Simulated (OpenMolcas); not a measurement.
**H3PO (SMILES OP): a chain of runs**

Wanted: a series of 10 runs (HF/ANO-RCC-MB, CASSCF(14,11)/ANO-RCC-VDZP, RASSCF(14,11)/ANO-RCC-VDZP, CASPT2[IPEA 0.5](13,11)/ANO-RCC-VDZP, CASPT2(14,11)/ANO-RCC-VDZP, CASPT2[IPEA 0](14,11)/ANO-RCC-VDZP, CASPT2[IPEA 0.15](14,11)/ANO-RCC-VDZP, MC-PDFT[tLSDA](14,11)/ANO-RCC-VDZP) of H3OP. 

Program for the calculation: OpenMolcas 26.06.

1 further run of the same task is left out (it didn't finish).

### Step 1. The system as given

H3PO has 5 atoms, charge 0, and is taken as a singlet. SMILES: `OP`. The shape is that of a GFN2-xTB optimisation. This is one conformer, not always the lowest.

Bond lengths: O1–P2 1.645 Å, O1–H3 0.958 Å, P2–H4 1.403 Å, P2–H5 1.403 Å. Angles: O1–P2–H4 95.9°, O1–P2–H5 95.7°, P2–O1–H3 113.3°, H4–P2–H5 91.5°.

### Step 2. A single-point energy at HF/ANO-RCC-MB (DKH2) (run 1)

The input, step1.inp:

```
&GATEWAY
 XBAS
 O.ANO-RCC-MB
 P.ANO-RCC-MB
 H.ANO-RCC-MB
 End of Basis
 ZMAT
 O1
 P2 1 1.644913
 H3 1 0.958287 2 113.29088
 H4 2 1.402797 1 95.87594 3 132.24638
 H5 2 1.403324 4 91.46223 1 -95.87473
 End of ZMAT

&SEWARD
 RELATIVISTIC=R02E00

&SCF
 PRORBITALS=1 2
```

The run is started by

```
export MOLCAS_MEM=1860
pymolcas step1.inp > step1.log
```

The program printed:

```text
--- Start Module: gateway ---
[...]
--- Stop Module: gateway /rc=_RC_ALL_IS_WELL_ ---
--- Start Module: seward ---
[...]
      Basis functions           17
--- Stop Module: seward /rc=_RC_ALL_IS_WELL_ ---
--- Start Module: scf ---
[...]
       Convergence after   9 Iterations
[...]
::    Total SCF energy                               -418.0277503345
[...]
      Total spin, S                                     0.0000000000
[...]
      Total electronic charge=   26.000000
      Total            charge=   -0.000000
[...]
      Dipole Moment (debye):
      Origin of the operator (angstrom)=   -0.0213    0.0012    1.0835
                   X=  7.5441E-01               Y=  2.3014E-02               Z=  3.8700E-01           Total=  8.4819E-01
      Quadrupole Moment (debye*angstrom):
[...]
--- Stop Module: scf /rc=_RC_ALL_IS_WELL_ ---
[...]
```

Wall time 2 s (1 thread of Arm Neoverse V1, shared host); peak memory 0.37 GiB.

### Step 3. The vertical excitations at CASSCF(14,11)/ANO-RCC-VDZP (DKH2, 2 states averaged) (run 2)

The input, step2.input:

```
&GATEWAY
 XBAS
 O.ANO-RCC-MB
 P.ANO-RCC-MB
 H.ANO-RCC-MB
 End of Basis
 ZMAT
 O1
 P2 1 1.644913
 H3 1 0.958287 2 113.29088
 H4 2 1.402797 1 95.87594 3 132.24638
 H5 2 1.403324 4 91.46223 1 -95.87473
 End of ZMAT

&SEWARD
 RELATIVISTIC
 R02E00

&RASSCF
 FILEORB
 $CurrDir/step1.ScfOrb
 SPIN
 1
 NACTEL
 14 0 0
 INACTIVE
 6
 RAS2
 11
 CIROOT
 2 2 1
 ORBLISTING
 Nothing
>>> COPY $Project.RunFile RUNFIL1
>>> COPY $Project.RasOrb INPORB

&GATEWAY
 XBAS
 O.ANO-RCC-VDZP
 P.ANO-RCC-VDZP
 H.ANO-RCC-VDZP
 End of Basis
 ZMAT
 O1
 P2 1 1.644913
 H3 1 0.958287 2 113.29088
 H4 2 1.402797 1 95.87594 3 132.24638
 H5 2 1.403324 4 91.46223 1 -95.87473
 End of ZMAT

&SEWARD
 RELATIVISTIC
 R02E00
>>> COPY $Project.RunFile RUNFIL2

&EXPBAS

&RASSCF
 FILEORB
 $Project.ExpOrb
 SPIN
 1
 NACTEL
 14 0 0
 INACTIVE
 6
 RAS2
 11
 CIROOT
 2 2 1
 ORBLISTING
 Nothing
 ORBAPPEAR
 Compact
```

The run is started by

```
export MOLCAS_MEM=1860
pymolcas step2.input > step2.log
```

The program printed:

```text
--- Start Module: gateway ---
[...]
--- Stop Module: gateway /rc=_RC_ALL_IS_WELL_ ---
[...]
      Basis functions           17
[...]
      Number of active orbitals                 11
[...]
      Spin quantum number                      0.0
[...]
      Active orbitals                           11
[...]
      Number of CSFs                         32670
[...]
      Number of root(s) required                 2
[...]
      Convergence after  8 iterations
[...]
      printout of CI-coefficients larger than  0.05 for root  1
      energy=    -418.116183
      conf/sym  11111111111     Coeff  Weight
             1  22222220000   0.96410 0.92949
           345  222u22d0ud0   0.06011 0.00361
           526  22u2222d000   0.07554 0.00571
          1281  22220220002  -0.05276 0.00278
          2035  22202220200  -0.05479 0.00300
          2731  22022222000  -0.06997 0.00490
[...]
      Natural orbitals and occupation numbers for root  1
      sym 1:   1.997612   1.993580   1.966176   1.967527   1.979730   1.994818   1.973523   0.038917   0.037625   0.025848
               0.024645
      Natural orbitals and occupation numbers for root  2
      sym 1:   1.997655   1.993753   1.967451   1.953562   1.983616   1.034844   1.975383   0.991800   0.043122   0.030518
               0.028296
[...]
::    RASSCF root number  1 Total energy:   -418.11618308
::    RASSCF root number  2 Total energy:   -417.81226874
[...]
      Basis functions           47
[...]
--- Start Module: expbas ---
[...]
--- Stop Module: expbas /rc=_RC_ALL_IS_WELL_ ---
--- Start Module: rasscf ---
[...]
      Convergence after 32 iterations
[...]
      Natural orbitals and occupation numbers for root  1
      sym 1:   1.997305   1.999365   1.975945   1.999157   1.972192   1.975441   1.995143   0.005614   0.024857   0.030040
               0.024942
      Natural orbitals and occupation numbers for root  2
      sym 1:   1.995654   1.999058   1.969049   1.998420   1.975199   1.973346   1.034796   0.975591   0.027726   0.023614
               0.027547
[...]
::    RASSCF root number  1 Total energy:   -418.34894520
::    RASSCF root number  2 Total energy:   -418.12382660
[...]
      Total electronic charge=   26.000000
      Total            charge=   -0.000000
[...]
      Dipole Moment (debye):
      Origin of the operator (angstrom)=   -0.0213    0.0012    1.0835
                   X=  8.0325E-01               Y=  3.2459E-03               Z=  1.8685E+00           Total=  2.0339E+00
      Quadrupole Moment (debye*angstrom):
[...]
--- Stop Module: rasscf /rc=_RC_ALL_IS_WELL_ ---
[...]
```

Wall time 88 s (1 thread of Arm Neoverse V1, shared host); peak memory 0.38 GiB.

Runs 3 to 9 aren't shown in full; the table further down has their settings and results.

### Step 4. The vertical excitations at MC-PDFT[tLSDA](14,11)/ANO-RCC-VDZP (DKH2, hybrid share 0.25, 2 states averaged) (run 10)

The input, step10.inp:

```
&GATEWAY
XBAS
O.ANO-RCC-VDZP
P.ANO-RCC-VDZP
H.ANO-RCC-VDZP
End of Basis
ZMAT
O1
P2 1 1.644913
H3 1 0.958287 2 113.29088
H4 2 1.402797 1 95.87594 3 132.24638
H5 2 1.403324 4 91.46223 1 -95.87473
End of ZMAT
&SEWARD
Relativistic=R02E00
&RASSCF
FileOrb=$CurrDir/step2.RasOrb
Spin=1
Nactel=14 0 0
Inactive=6
Ras2=11
CIRoot=2 2 1
OrbListing=Nothing
OrbAppear=Compact
CMSI
&MCPDFT
KSDFT=T:LSDA
MSPDFT
Lambda=0.25
```

The run is started by

```
export MOLCAS_MEM=1860
pymolcas step10.inp > step10.log
```

The program printed:

```text
--- Start Module: gateway ---
[...]
--- Stop Module: gateway /rc=_RC_ALL_IS_WELL_ ---
[...]
      Basis functions           47
[...]
--- Start Module: rasscf ---
[...]
      Number of active orbitals                 11
[...]
      Spin quantum number                      0.0
[...]
      Active orbitals                           11
[...]
      Number of CSFs                         32670
[...]
      Number of root(s) required                 2
[...]
      Convergence after  7 iterations
[...]
      printout of CI-coefficients larger than  0.05 for root  1
      energy=    -418.258749
      conf/sym  11111111111     Coeff  Weight
             1  22222220000  -0.77121 0.59477
             2  222222ud000   0.60056 0.36068
            17  22222020200   0.05196 0.00270
[...]
      Natural orbitals and occupation numbers for root  1
      sym 1:   1.994223   1.998423   1.975315   1.998649   1.983799   1.974403   1.895934   0.104088   0.026217   0.023530
               0.025420
      Natural orbitals and occupation numbers for root  2
      sym 1:   1.997682   1.999289   1.966850   1.999338   1.975531   1.975311   1.760637   0.252333   0.025071   0.020942
               0.027016
[...]
::    RASSCF root number  1 Total energy:   -418.25874908
::    RASSCF root number  2 Total energy:   -418.21402272
[...]
      Total electronic charge=   26.000000
      Total            charge=   -0.000000
[...]
      Dipole Moment (debye):
      Origin of the operator (angstrom)=   -0.0213    0.0012    1.0835
                   X=  1.8647E+00               Y= -4.0037E-03               Z= -1.7984E-01           Total=  1.8733E+00
      Quadrupole Moment (debye*angstrom):
[...]
--- Stop Module: rasscf /rc=_RC_ALL_IS_WELL_ ---
[...]
--- Start Module: mcpdft ---
[...]
 ###    WARNING: Deprecation warning: KSDF should be replaced                ###
 ###    with FUNC keyword                                                    ###
 ###############################################################################
[...]
::    MSPDFT root number  1 Total energy:   -418.04253057
::    MSPDFT root number  2 Total energy:   -417.81869166
[...]
--- Stop Module: mcpdft /rc=_RC_ALL_IS_WELL_ ---
[...]
```

Run time: 19 s. Hardware: 1 thread of Arm Neoverse V1, shared host; peak memory 0.38 GiB.

### Step 5. The series

```tsv
run	level	start basis	task	partner	energy (Eh)	dipole moment (D) of the reference	wall time
1	HF/ANO-RCC-MB (DKH2)	–	energy	base	-418.027750	0.85	2 s
2	CASSCF(14,11)/ANO-RCC-VDZP (DKH2, 2 states averaged)	ANO-RCC-MB	excited	base	-418.348945	0.40	88 s
3	CASSCF(14,11)/ANO-RCC-VDZP (DKH2, 2 states averaged)	–	excited	base	-418.348944	0.40	35 s
4	CASSCF(14,11)/ANO-RCC-VDZP (DKH2, root 2, 2 states averaged)	–	gradient	base	-418.123828	–	58 s
5	RASSCF(14,11)/ANO-RCC-VDZP (DKH2, 2 states averaged)	–	excited	base	-418.344902	0.42	15 s
6	CASPT2[IPEA 0.5](13,11)/ANO-RCC-VDZP (DKH2, ipea shift 0.5 Eh, pt2 variant SS, 2 states averaged)	–	excited	cation	-418.209828	–	2 min
7	CASPT2(14,11)/ANO-RCC-VDZP (DKH2, ipea shift 0.25 Eh, pt2 variant RMS, 2 states averaged)	–	excited	base	-418.568616	0.40	55 s
8	CASPT2[IPEA 0](14,11)/ANO-RCC-VDZP (DKH2, ipea shift 0 Eh, pt2 variant XMS, real shift 0.1 Eh, 2 states averaged)	–	excited	base	-418.573238	0.40	54 s
9	CASPT2[IPEA 0.15](14,11)/ANO-RCC-VDZP (DKH2, casscf thresholds set, ipea shift 0.15 Eh, pt2 variant MS, 2 states averaged)	–	excited	base	-418.568848	0.40	53 s
10	MC-PDFT[tLSDA](14,11)/ANO-RCC-VDZP (DKH2, hybrid share 0.25, 2 states averaged)	–	excited	base	-418.042531	–	19 s
```

### Step 6. Summary of results

| quantity | value |
| --- | --- |
| run 10, MC-PDFT[tLSDA](14,11)/ANO-RCC-VDZP: energy of the lowest of 2 roots | -418.04253 Eh |
| run 10, MC-PDFT[tLSDA](14,11)/ANO-RCC-VDZP: lowest excitation energy within this active space | 6.09 eV |

**Reading.** In run 1 the basis is minimal, so the values are rough. All runs together took 8.3 min, the longest 2 min.
